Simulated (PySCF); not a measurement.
Gas-phase reaction: AlF₂OH → AlO + H + F₂

Method: PySCF energies (xtb for GFN2) plus ideal-gas RRHO corrections (1 bar). † marks an energy on the PBE0/def2-TZVP geometry and frequencies; other levels use their own. Open shells (unrestricted): AlO (multiplicity 2), H (multiplicity 2); the rest are closed-shell singlets. GFN2 has no spin-polarisation term. B3LYP is the form with VWN-RPA correlation. AlF₂OH: computed as isolated molecules; such fragments, hydroxides, amides, oligomers or adducts are transient or little studied in the gas. The harmonic model lacks anharmonicity and excited electronic states, which grow with temperature; levels with a mode under 35 cm⁻¹ are left out.

```csv
level,"ΔE electronic, kJ","ΔH°(298 K), kJ","ΔS°(298 K), J/K","ΔG°(2000 K), kJ"
B3LYP/def2-TZVP†,1413,1384,236,912
GFN2-xTB,1370,1343,229,888
M06-2X/def2-TZVP†,1470,1441,236,969
PBE/def2-SVP,1334,1305,235,835
PBE0/def2-QZVP†,1429,1400,236,928
PBE0/def2-SVP†,1406,1376,236,904
PBE0/def2-TZVP,1417,1388,236,916
r2SCAN/def2-TZVP†,1423,1394,236,922
ωB97M-V/def2-TZVP†,1445,1415,236,943
ωB97X-V/def2-TZVP†,1447,1418,236,945
```
ΔH° is lowest at PBE/def2-SVP and highest at M06-2X/def2-TZVP†. No reference value is set beside these.
